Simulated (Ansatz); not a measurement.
Input file:

```yaml
crystal:
  periodic: [false, false, false]
  atoms:
    - {symbol: O, position_ang: [-0.923673, -0.231644, 0.000000]}
    - {symbol: H, position_ang: [-1.172982, 0.694932, 0.000000]}
    - {symbol: H, position_ang: [0.358327, -0.231644, 0.000000]}
    - {symbol: S, position_ang: [1.738327, -0.231644, 0.000000]}
basis:
  gaussian: {orbitals: 6-31G}
magnetization: {spin_polarized: false, initial_magnetization: 2}
correlation: {method: mp4, electrons: all}
scf: {omitted_lower_state_checks: [cluster_reference]}
```

```sh
$ ansatz run in.yaml --threads 1 --pin off --events-out ev --progress --plain --max-ram 2393MiB
```

Problem. One thing in this input was set wrong on purpose, beside settings that are merely unusual. What is the gravest fault, and what does the program do?

Solution. A method name that the input doesn't accept. How the run ends: refused.
```
Error: YAML parse error: error: line 11 column 23: unknown variant `mp4`, expected one of mp2, rpa, ccsd, ccsd_t, bccd, bccd_t, ccsdt, ccsdt_q, ccsdt_q_b, ccsdtq, fci, sc_nevpt2, fic_nevpt4_sd, fic_mrcisd_q, fic_mrcisd_q_relaxed
  --> <input>:11:23
   |
 9 |   gaussian: {orbitals: 6-31G}
10 | magnetization: {spin_polarized: false, initial_magnetization: 2}
11 | correlation: {method: mp4, electrons: all}
   |                       ^ unknown variant `mp4`, expected one of mp2, rpa, ccsd, ccsd_t, bccd, bccd_t, ccsdt, ccsdt_q, ccsdt_q_b, ccsdtq, fci, sc_nevpt2, fic_nevpt4_sd, fic_mrcisd_q, fic_mrcisd_q_relaxed
12 | scf: {omitted_lower_state_checks: [cluster_reference]}
   |
```
